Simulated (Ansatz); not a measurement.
Predict the output of the script below (the Python package of Ansatz (0.2.0)).

Script `run_dimer.py`:
```python
'''Binding of a CH4O2 dimer at a trial geometry.'''

import ansatz as az

BASIS = 'def2-SVP'
FUNCTIONAL = 'r2SCAN'

FIRST = [
    ('O', (-1.1304, -0.5199, -0.0876)),
    ('C', (-0.075, 0.2645, 0.3499)),
    ('O', (1.0463, -0.5406, 0.2945)),
    ('H', (-1.094, -0.4301, -1.0714)),
    ('H', (0.067, 1.1611, -0.2733)),
    ('H', (-0.2499, 0.5801, 1.3861)),
    ('H', (1.4363, -0.5153, -0.5984)),
]
SECOND = [
    ('O', (2.1063, 4.5061, -0.7801)),
    ('C', (1.3238, 3.5334, -1.3817)),
    ('O', (0.026, 3.788, -0.9824)),
    ('H', (2.0466, 5.2706, -1.4039)),
    ('H', (1.3974, 3.5568, -2.4801)),
    ('H', (1.6284, 2.5398, -1.0296)),
    ('H', (-0.3867, 4.4437, -1.5737)),
]

def energy(atoms, ghosts=()):
    molecule = az.Crystal.molecule()
    for symbol, xyz in atoms:
        molecule = molecule.atom(symbol, xyz)
    calc = (
        molecule.calculation()
        .basis(gaussian=BASIS)  # atom-centred Gaussian functions
        .functional(FUNCTIONAL)
    )
    deck = calc.input()
    if ghosts:
        deck = deck.set(az.key.basis.gaussian.ghost_atoms, [{'symbol': s, 'position_ang': list(xyz)} for s, xyz in ghosts])
    return az.Session.from_dict(deck).plan().execute().report['free_energy_ev']


def main() -> None:
    # ghost atoms carry the functions of the partner
    both = energy(FIRST + SECOND)
    alone = energy(FIRST) + energy(SECOND)
    ghosted = energy(FIRST, SECOND) + energy(SECOND, FIRST)
    print(f'dimer {both:.6f} eV')
    print(f'interaction, uncorrected   {23.060548 * (both - alone):8.3f} kcal/mol')
    print(f'interaction, counterpoise  {23.060548 * (both - ghosted):8.3f} kcal/mol')
    print(f'basis-set superposition    {23.060548 * (alone - ghosted):8.3f} kcal/mol')


if __name__ == '__main__':
    main()
```

```console
$ python run_dimer.py
dimer -10377.777862 eV
interaction, uncorrected     -1.535 kcal/mol
interaction, counterpoise    -0.153 kcal/mol
basis-set superposition       1.383 kcal/mol
```

Uncorrected it is -1.535 kcal/mol, with the counterpoise correction -0.153 kcal/mol; the difference, 1.382 kcal/mol, is the superposition error.

Reading the output:
- Total energies depend on the basis set; only differences at equal settings carry meaning.
- The dimer is a generated trial pose of unrelaxed monomers, not a minimum, so the figure is no binding energy, and the basis set is small.
- This level lacks the dispersion part of the attraction (electrostatics and induction are there), which can decide the sign where the interaction is weak.
- It ran for 16 s on 1 thread of Arm Neoverse V2, with other jobs on the host, peak memory 0.23 GiB.
